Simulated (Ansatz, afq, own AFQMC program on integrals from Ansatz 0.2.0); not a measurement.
# CH2Ge, singlet → CH2Ge⁺, doublet

```xyz
4

Ge    0.0000    0.0000    0.3030
C     0.0000    0.0000   -1.4834
H     0.0000   -0.9122   -2.0790
H     0.0000    0.9122   -2.0790
```

Connectivity, by distances: Ge–CH2.

E(doublet, charge +1) − E(singlet, charge +0) at this geometry, on RHF and UHF determinants.

Basis cc-pVTZ. Only valence electrons are correlated. AFQMC by an in-house program on the Cholesky factors that Ansatz 0.2.0 writes for its CCSD(T) run. ph-AFQMC/CISD is guided by a CISD state made of CCSD amplitudes; releasing the constraint for a short imaginary time cuts its bias at the price of noise, slowly where states lie close. ± is one standard error of the sampling. No spin–orbit coupling. The errors of all members are added in quadrature.

No full CI on the walks' own integrals is used here; CCSDT(Q) serves as the reference and is uncertain by about the last step of the cluster series. Each member takes its own surest rung, up to full CI.

Errors are counted within cc-pVTZ, not against nature.

Cautions: inner d shell frozen; no relativity below Rb; no spin-orbit coupling; CH₂Ge (singlet): higher spins were not checked, restricted determinant unstable towards unrestricted (UHF 118 meV lower, ⟨S²⟩ 0.39), the released energies are still falling, so no released level is given (meV from the phaseless value at times in 1/Eh: -10 ± 5 at 0.24, -21 ± 3 at 0.51, -21 ± 3 at 0.99, -30 ± 5 at 1.62, -35 ± 5 at 2.40), though the last usable value meets CCSDT(Q) within the noise, its ph-AFQMC/CISD value lies 33 ± 5 meV above CCSDT(Q).

Reference (CCSDT(Q)): 8.588 eV.

```tsv
level	vertical ionization energy (eV)	error against CCSDT(Q) (eV)
HF	7.064	-1.524
MP2	8.582	-0.007
CCSD	8.410	-0.178
CCSD(T)	8.573	-0.016
CCSDT	8.569	-0.020
ph-AFQMC/CISD	8.567 ± 0.007	-0.021 ± 0.007
```

Correlation beyond CCSD(T) adds 0.016 eV. The perturbative (T) step is worth +0.162 eV.

A walk keeps the symmetry of its determinant, which the program's search chose and which needn't be the lowest solution, so a lower state of the same spin and another symmetry isn't excluded.
